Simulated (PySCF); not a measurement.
**Ionisation energy of Cl by level of theory**

Cl [Ne] 3s2 3p5 (2P) → Cl⁺ [Ne] 3s2 3p4 (3P), as a difference of total energies. Computed with PySCF 2.14 in aug-cc-pV(D+d)Z (5s4p3d, 32 functions), with the non-relativistic Hamiltonian (point nucleus). Correlated levels: valence: [Ne] frozen. The calculations carry no spin-orbit coupling.

```tsv
method	ionisation energy (eV)
UHF	11.827
B3LYP	13.100
M06-2X	13.014
MP2 (valence)	12.612
SCS-MP2 (valence)	12.587
CCSD (valence)	12.547
CCSD(T) (valence)	12.570
```

Errors of the correlated levels include the incompleteness of this basis and the frozen core.

Which method comes closest to the reference value, and which is furthest?

The reference is 12.974 eV (measured; NIST levels, between the centres of gravity of the two terms). Closest: M06-2X (error 0.040 eV); furthest: UHF (error -1.147 eV).
